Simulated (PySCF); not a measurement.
Estimate the missing entries of this data sheet.

Compound: 1,1-difluoroethene, C2H2F2.
SMILES: `C=C(F)F`

```tsv
property	level	value
point group of the GFN2-xTB geometry	GFN2-xTB	C2v
rotational constants A, B, C of the GFN2-xTB geometry	GFN2-xTB	10.950, 10.419, 5.339 GHz
dipole moment	B3LYP/def2-SVPD	?
HOMO energy	B3LYP/def2-SVPD	-7.75 eV
LUMO energy	B3LYP/def2-SVPD	-0.02 eV
lowest singlet excitation	TDDFT B3LYP/def2-SVPD	?
strongest line among the 8 lowest singlet transitions	TDDFT B3LYP/def2-SVPD	?
lowest triplet excitation (Tamm–Dancoff)	TDA B3LYP/def2-SVPD	?
static isotropic polarisability	B3LYP/def2-SVPD	27.7 au
electronic spatial extent ⟨r²⟩ about the centre of nuclear charge	B3LYP/def2-SVPD	229 bohr²
core binding energies	ΔSCF SCAN, pcX-2 on the ionised atom, pcseg-1 elsewhere, spin-free X2C	?
```

Gas-phase values; electronic properties from PySCF, density fitting. Geometry: GFN2-xTB; no solvent, vibrations or thermal averaging.

**Question.** What is the strongest line among the 8 lowest singlet transitions?

**Answer.** S2 at 7.91 eV (157 nm, f = 0.343).

**Question.** What are the core binding energies?

**Answer.** C1s 291.1, C1s 295.9, F1s 694.3 (×2) eV.

**Question.** What is the dipole moment?

**Answer.** 1.46 D.

**Question.** The lowest triplet excitation (Tamm–Dancoff)?

**Answer.** 4.78 eV.

**Question.** The lowest singlet excitation?

**Answer.** 7.09 eV (175 nm, f = 0.036).

The polarisability is 4.11 Å³ as a volume (1 au = 0.148185 Å³), or 0.87 au for each of the 32 electrons. The rotational constants make it an asymmetric top with κ = (2B − A − C)/(A − C) = 0.81, nearer the oblate limit (+1). With B = h/(8π²I), that is 505.379 GHz u Å² over I, the principal moments of inertia are 46.2, 48.5 and 94.7 u Å² (most abundant isotopes); the inertial defect Ic − Ia − Ib is 0.0 u Å² (zero for a rigid planar frame, negative otherwise). The dipole equals about 4.9 × 10⁻³⁰ C·m (1 D = 3.33564 × 10⁻³⁰ C·m). The vertical singlet–triplet gap S1 − T1 is 2.31 eV (TDDFT singlet less Tamm–Dancoff triplet; S1: HOMO→LUMO+1, weight 1.00; T1: HOMO→LUMO, weight 0.98).
